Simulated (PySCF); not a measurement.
C6H8 (charge +1 and doublet state).
Z-matrix (Å and degrees, GFN2-xTB geometry), rows numbered from 1:
```
C 
C   1  1.3522
C   2  1.4706  1  122.14
C   3  1.4706  2  115.67  1    -0.00
C   4  1.3520  3  122.18  2    -0.01
C   5  1.4706  4  122.16  3    -0.02
H   1  1.0804  2  120.53  3  -180.00
H   2  1.0806  1  120.56  3   179.93
H   3  1.1046  2  109.88  1  -125.09
H   3  1.1047  2  109.93  1   125.27
H   4  1.0803  3  117.29  2  -179.99
H   5  1.0802  4  120.51  3  -180.00
H   6  1.1046  1  109.88  2   124.98
H   6  1.1046  1  109.92  2  -125.30
```

The species is `[CH]1[CH+]CC=CC1` [radical] (charge +1).

Computed, not measured: UKS B3LYP, pcH-1 on C H, non-relativistic, mean-field spin-orbit, GIAO in PySCF 2.14.0. Geometry: GFN2-xTB; no solvent, vibrations or thermal averaging. The geometry wasn't refined by DFT: couplings that depend on bond lengths, twists or pyramidal angles can differ widely from those at the functional's own minimum, by a factor of two or more for some ions and for spin on atoms past the first row. Stability of the SCF solution: not tested. No frequencies were computed at this geometry's level, so the symmetric structure isn't shown to be a minimum.

Principal values of hyperfine tensors in MHz (contact and dipolar terms together), for some of the nuclei:

```
atom  isotope      A1      A2      A3  alike by the symmetry of this geometry
  C6      13C  -28.94  -28.49  -11.28                                      C3
  H7       1H  -20.66  -16.03   -2.45                            H8, H11, H12
  C1      13C   -9.71   -8.64   38.64                              C2, C4, C5
```

(1) Split each tensor into its isotropic and traceless parts, and turn a_iso into mT with g = 2.0028.

(2) What spin density at the nucleus of C1 lies behind its contact coupling (g_N = 1.40482)?

(3) H9 (1H, g_N = 5.58569) isn't in the table. Its spin density at the nucleus is 0.04458 bohr⁻³. What is its contact coupling?

(4) Name the largest traceless tensor T of the table and describe it.

(5) In a single crystal, with the field along each principal axis of the tensor of C6 in turn, what first-order splitting does this nucleus give (isotropic g, quadrupole terms neglected)?

Answers

(1) a_iso is a third of the trace, T = A − a_iso, and a(mT) = a(MHz)/(g × 13.996).

```json
{"atom": "C6", "a_iso (MHz)": "-22.91", "a_iso (mT)": "-0.817", "T1": "-6.04", "T2": "-5.59", "T3": "11.62"}
{"atom": "H7", "a_iso (MHz)": "-13.05", "a_iso (mT)": "-0.465", "T1": "-7.62", "T2": "-2.98", "T3": "10.60"}
{"atom": "C1", "a_iso (MHz)": "6.76", "a_iso (mT)": "0.241", "T1": "-16.48", "T2": "-15.40", "T3": "31.88"}
```

(2) a_FC = 800.24 MHz bohr³ × g_N × ρ(0)/(2S). With a_FC = 6.76 MHz and 2S = 1, ρ(0) = 0.006016 bohr⁻³.

(3) By the same relation, a_FC = 199.2 MHz. Its full tensor has the principal values 193.16, 194.82, 209.76 MHz.

(4) C1: -16.5, -15.4, 31.9 MHz, nearly axial, close to the ratio −1:−1:+2.

(5) 2 lines (I = 1/2), spaced by |A_i|/(g × 13.996): 1.03, 1.02, 0.40 mT along the axes of A1, A2 and A3.
